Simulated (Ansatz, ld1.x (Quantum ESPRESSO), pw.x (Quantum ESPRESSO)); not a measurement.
pw.x on bcc K: one setting changed

Potential: ultrasoft, ld1.x (Quantum ESPRESSO) 7.5, PBE; core [Ne], reference 3s2 3p6 3d0 4s0 4p1; waves: 3s (bound): rcut 2.40, rcutus 2.60 bohr; 4s (bound, empty): rcut 2.40, rcutus 2.60 bohr; 3p (bound): rcut 2.00, rcutus 2.40 bohr; 4p (bound): rcut 2.00, rcutus 2.40 bohr; 3d (bound, empty): rcut 2.50, rcutus 2.80 bohr; 3d channel at 0.95 Ry: rcut 2.50, rcutus 2.80 bohr; local part: all-electron potential smoothed inside 2.00 bohr (lloc = -2); core correction: none; augmentation: PSQ, radius 1.85 bohr.

The reference run (k-mesh 9³, cutoffs 40/320 Ry, Fermi–Dirac 0.01 Ry, mixing_beta 0.4, conv_thr 1e-9, no spin) gives -0.01 GPa at 74.315 Å³/atom, where all-electron LAPW gives -0.01 GPa. This run, with its own iteration cap, changes k-mesh points per axis to 6.

```
&control
  calculation='scf', prefix='x', pseudo_dir='./', outdir='./tmp', tstress=.true., disk_io='none'
/
&system
  ibrav=0, nat=1, ntyp=1, ecutwfc=40, ecutrho=320, nbnd=12,
  occupations='smearing', smearing='fd', degauss=0.01
/
&electrons
  conv_thr=1e-09, mixing_beta=0.4, electron_maxstep=50
/
ATOMIC_SPECIES
K 1.0 K.UPF
CELL_PARAMETERS angstrom
  -2.64853366 2.64853366 2.64853366
  2.64853366 -2.64853366 2.64853366
  2.64853366 2.64853366 -2.64853366
ATOMIC_POSITIONS crystal
K 0.0000 0.0000 0.0000
K_POINTS automatic
6 6 6 0 0 0
```

```bash
pw.x < K.scf.in > K.scf.out
```

How does the run end?

It converges in 15 iterations; the free energy moves by +5.9 meV/atom and the pressure by +0.02 GPa.

```
Message from routine setup:
     using ibrav=0 with symmetry is DISCOURAGED, use correct ibrav instead
     lattice parameter (alat)  =       8.6689  a.u.
     unit-cell volume          =     501.5025 (a.u.)^3
     number of electrons       =         9.00
     number of Kohn-Sham states=           12
     kinetic-energy cutoff     =      40.0000  Ry
     charge density cutoff     =     320.0000  Ry
     scf convergence threshold =      1.0E-09
     Exchange-correlation= PBE
     number of k points=    16  Fermi-Dirac smearing, width (Ry)=  0.0100
     iteration #  1     ecut=    40.00 Ry     beta= 0.40
     total energy              =     -56.98937903 Ry
     estimated scf accuracy    <       0.01610451 Ry
     iteration #  2     ecut=    40.00 Ry     beta= 0.40
     total energy              =     -56.98873884 Ry
     estimated scf accuracy    <       0.00262347 Ry
     iteration #  3     ecut=    40.00 Ry     beta= 0.40
     total energy              =     -56.99031323 Ry
     estimated scf accuracy    <       0.00053809 Ry
     iteration #  4     ecut=    40.00 Ry     beta= 0.40
     total energy              =     -56.99005279 Ry
     estimated scf accuracy    <       0.00104283 Ry
     iteration #  5     ecut=    40.00 Ry     beta= 0.40
     total energy              =     -56.99005506 Ry
     estimated scf accuracy    <       0.00026507 Ry
     iteration #  6     ecut=    40.00 Ry     beta= 0.40
     total energy              =     -56.99002705 Ry
     estimated scf accuracy    <       0.00018707 Ry
     [... 3 iterations left out ...]
     iteration # 10     ecut=    40.00 Ry     beta= 0.40
     total energy              =     -56.99002501 Ry
     estimated scf accuracy    <       0.00000161 Ry
     iteration # 11     ecut=    40.00 Ry     beta= 0.40
     total energy              =     -56.99002533 Ry
     estimated scf accuracy    <       0.00000005 Ry
     iteration # 12     ecut=    40.00 Ry     beta= 0.40
     total energy              =     -56.99002538 Ry
     estimated scf accuracy    <       0.00000006 Ry
     iteration # 13     ecut=    40.00 Ry     beta= 0.40
     total energy              =     -56.99002535 Ry
     estimated scf accuracy    <       0.00000006 Ry
     iteration # 14     ecut=    40.00 Ry     beta= 0.40
     total energy              =     -56.99002536 Ry
     estimated scf accuracy    <          1.8E-09 Ry
     iteration # 15     ecut=    40.00 Ry     beta= 0.40
     the Fermi energy is     1.7335 ev
!    total energy              =     -56.99002536 Ry
     estimated scf accuracy    <          4.3E-11 Ry
     smearing contrib. (-TS)   =      -0.00410994 Ry
     The total energy is F=E-TS. E is the sum of the following terms:
     one-electron contribution =     -38.53948654 Ry
     hartree contribution      =      19.56018869 Ry
     xc contribution           =      -8.55829410 Ry
     ewald contribution        =     -29.44832348 Ry
     convergence has been achieved in  15 iterations
          total   stress  (Ry/bohr**3)                   (kbar)     P=        0.05
     Message from routine punch:
     Nothing written, as per user request (disk_io='none')
```

The run took about 14 s on one core of a shared host (Neoverse-V2, 32 threads, 247 GiB, load 13).
